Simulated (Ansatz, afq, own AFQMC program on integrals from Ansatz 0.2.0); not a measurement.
## AlH, quintet in cc-pVTZ, levels against full CI

```xyz
2

Al    0.0000    0.0000    0.0000
H     0.0000    0.0000    1.6045
```

Basis cc-pVTZ. Noble-gas cores (and the filled d shells of Ga–Kr and In–Xe) are frozen. Integrals, coupled cluster, full CI and functionals: Ansatz 0.2.0; the random walks run on the same integrals in our own AFQMC program. The CISD trial takes its coefficients from CCSD amplitudes. Released means that phaseless walkers are propagated on without the constraint, phases kept. Uncertainties: one standard error, sampling alone.

Determinant: UHF, the one that the program's search chose, which needn't be the lowest solution. The geometry is a PBE0/def2-TZVP stationary point of this or a neighbouring charge and spin state.

Full CI on the same integrals is exact in this basis and with this determinant's frozen core.

Cautions: another spin lies lower (by 7.21 eV).

The T1 diagnostic is 0.0104 and the weight of the determinant in the CISD state is 0.974. The ⟨S²⟩ of the determinant is 6.000. The size of the correlated space is 4 electrons in 43 orbitals.

```csv
level,correlation energy (eV)
MP2,-0.4030
CCSD,-0.5980
CCSD(T),-0.6073
```

(1) Estimate where full CI lies against CCSD(T) on the same integrals.

(1) 0.4 kJ/mol below CCSD(T).

Reference: full CI, correlation energy -0.611 eV. The released energy is read at 2.40 1/Eh (meV from the phaseless value at times in 1/Eh: -0.22 ± 0.23 at 0.24, -1.4 ± 1.0 at 0.51, -0.49 ± 0.15 at 0.99, -0.78 ± 0.19 at 1.62, -0.96 ± 0.23 at 2.40).

| level | E − E(reference) (kJ/mol) | share of correlation (%) |
| --- | --- | --- |
| CCSD(T) | 0.4 | 99.37 |
| CCSDT | 0.0 | 99.99 |
| CCSDT(Q) | 0.0 | 100.00 |
| ph-AFQMC/HF | 2.0 ± 0.5 | 96.63 |
| ph-AFQMC/CISD | 0.1 ± 0.02 | 99.83 |
| released AFQMC | 0.0 ± 0.02 | 99.99 |

CCSDT and higher add their correlation energy to the determinant of the CCSD(T) run, since their own runs factorise the integrals more tightly (a shift of under 2 meV). A walk keeps the symmetry of its determinant, which the program's search chose and which needn't be the lowest solution, so a lower state of the same spin and another symmetry isn't excluded. Released energies are given only where the last usable release times agree within the noise; a slower fall can still hide under it.
